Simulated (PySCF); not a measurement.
## How methods differ on the ionisation energy of F

F [He] 2s2 2p5 (2P) → F⁺ [He] 2s2 2p4 (3P), as a difference of total energies. All numbers are calculated (PySCF 2.14, the non-relativistic Hamiltonian (point nucleus), in def2-TZVP (5s3p2d1f, 31 functions)). Correlated levels: valence: 1s2 frozen. The calculations carry no spin-orbit coupling.

```
           method  ionisation energy (eV)
              UHF                  15.655
             TPSS                  17.395
             PBE0                  17.423
    MP2 (valence)                  17.207
SCS-MP2 (valence)                  17.192
   CCSD (valence)                  17.106
CCSD(T) (valence)                  17.148
```

Question: How much does correlation contribute at CCSD(T) (valence)?

Answer: 17.148 − (15.655) = 1.493 eV, measured against UHF.

Errors of the correlated levels include the incompleteness of this basis and the frozen core.

For comparison: 17.427 eV (measured; NIST levels, between the centres of gravity of the two terms).
